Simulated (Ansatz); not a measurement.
Worked example: correlation energy of HAl–CH⁺, triplet

Geometry: that of the HAl–CH, quartet, kept fixed.

```yaml
atoms:
  - { symbol: Al, position_ang: [0.0000, -0.0744, 0.6134] }
  - { symbol: C, position_ang: [0.0000, 0.0101, -1.3080] }
  - { symbol: H, position_ang: [0.0000, 1.3217, 1.4205] }
  - { symbol: H, position_ang: [0.0000, 0.5490, -2.2537] }
```

Basis 6-31G; Ansatz 0.2.0. Only valence electrons are correlated (noble-gas cores frozen), which leaves 8 electrons in 20 orbitals. R marks a restricted (for open shells ROHF) determinant, U an unrestricted one.

Full CI is exact within this basis and frozen core; it isn't the basis-set limit. The frozen core follows each run's orbitals, which can shift R against U totals by a few meV.

Runs differ by some tens of microhartree through their thresholds and, for an open shell, their frozen cores, so steps under 0.1 kcal/mol mean nothing.

| level | total energy (hartree) |
| --- | --- |
| UHF | -280.504136 |
| UMP2 | -280.580998 |
| UCCSD | -280.607809 |
| UCCSD(T) | -280.610210 |
| UCCSDT | -280.611253 |
| UCCSDT(Q) | -280.611450 |
| UCCSDTQ | -280.611408 |
| full CI | -280.611370 |

What is the correlation energy at full CI, and what share of it do UMP2 and UCCSDT recover?

E(corr) = -280.611370 − (-280.504136) = -0.107234 hartree = -2.918 eV. UMP2: -0.076862 / -0.107234 = 71.68 %. UCCSDT: -0.107117 / -0.107234 = 99.89 %.

By how many kcal/mol does UCCSD(T) miss full CI (1 hartree = 627.509 kcal/mol), and which steps make up the rest?

-280.610210 − (-280.611370) = 0.001160 hartree = 0.73 kcal/mol. Steps: UCCSDT − UCCSD(T) = -0.65, UCCSDT(Q) − UCCSDT = -0.12, UCCSDTQ − UCCSDT(Q) = 0.03, full CI − UCCSDTQ = 0.02 kcal/mol. That is within 1 kcal/mol of the reference in this basis, which itself misses far more of the correlation at the basis-set limit.
